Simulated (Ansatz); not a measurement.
C6H10 can be A, `C#CCCCC`, or B, `CC1=CCCC1`.

Program: Ansatz. Geometries: PBE0-D4/def2-TZVP. ΔE: electronic, gas phase. CCSD(T)/CBS adds triple-zeta CCSD(T) − MP2 to the extrapolated MP2 energy (def2 sets, frozen cores). Functionals use def2-TZVPP. B3LYP here is the variant with VWN-RPA as its local correlation; programs differ in this. One conformer a species, not always the lowest.

Question: Which is lower in electronic energy at CCSD(T)/CBS, and by how much? (Best estimate.)

Answer: Ansatz gave: B, by 129.8 kJ/mol.

Question: Give E(B) − E(A) in kJ/mol with B3LYP, CCSD(T)/def2-TZVPP, BLYP-D4, PBE-D4, PBE0-D4, ωB97M-V, r2SCAN-D4. (Estimate.)

Answer: Computed: B3LYP -124.0, CCSD(T)/def2-TZVPP -131.5, BLYP-D4 -122.3, PBE-D4 -146.9, PBE0-D4 -155.1, ωB97M-V -136.2, r2SCAN-D4 -143.0. None reverses the order clearly.

Question: Does the order hold for the free energy at 298.15 K (harmonic terms from PBE0-D4)? (Estimate.)

Answer: Ansatz gave: Yes: G(B) − G(A) = -117.0 kJ/mol, for one conformer each.

Largest T1 diagnostic: 0.010.

From BLYP to BHLYP (50 % exact exchange), in def2-TZVPP and without D4, E(B) − E(A) moves by −19.7 kJ/mol. Leaving LDA and LC-ωPBE aside and taking each functional with its dispersion term where it has one, the values, not all of them listed here, spread over 33.0 kJ/mol, from HSE06-D4 to BLYP-D4. LDA lies −28.1 kJ/mol from PBE without D4.
